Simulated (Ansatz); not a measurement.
Reaction (homolysis of the B–O bond): `BOB` → `[BH2]`• + `B[O]`•

Program: Ansatz. Geometries: PBE0-D4/def2-TZVP. ΔE: electronic, gas phase. CCSD(T)/CBS is frozen-core, at the limit of the def2 triple- and quadruple-zeta sets. DFT in def2-TZVPP. No spin–orbit coupling; open shells (•) take unrestricted orbitals.

Task: What is ΔE at CCSD(T)/CBS? (Best estimate.)

Result: Computed: +564.4 kJ/mol.

Task: What do these levels give: PBE-D4, revPBE-D4, ωB97X-V, ωB97M-V, BLYP, LC-ωPBE, CCSD(T)/def2-SVP, HF/def2-QZVPP, MP2/def2-QZVPP, MP2/cc-pV(D+d)Z, CCSD/cc-pV(Q+d)Z, CCSD(T)/CBS(cc)? (Best estimate.)

Result: Ansatz gave: PBE-D4 518.9, revPBE-D4 504.0, ωB97X-V 552.9, ωB97M-V 559.2, BLYP 501.1, LC-ωPBE 540.7, CCSD(T)/def2-SVP 544.4, HF/def2-QZVPP 444.7, MP2/def2-QZVPP 608.7, MP2/cc-pV(D+d)Z 572.1, CCSD/cc-pV(Q+d)Z 553.1, CCSD(T)/CBS(cc) 563.7 kJ/mol.

Largest T1 diagnostic among the species: 0.040.

In def2-TZVPP, CCSD(T) changes the Hartree–Fock value by +107.8 kJ/mol (the triples alone add +5.9 kJ/mol) and MP2 by +156.3 kJ/mol; breaking electron pairs costs correlation energy, which Hartree–Fock lacks. Leaving LDA and LC-ωPBE aside and taking each functional with its dispersion term where it has one, the values, not all of them listed here, spread over 58.8 kJ/mol, from revPBE-D4 to PBE-QIDH. LDA lies +67.4 kJ/mol from PBE without D4, its usual overbinding. From r2SCAN to r2SCAN0 (25 % exact exchange), in def2-TZVPP and without D4, ΔE moves by +10.6 kJ/mol.
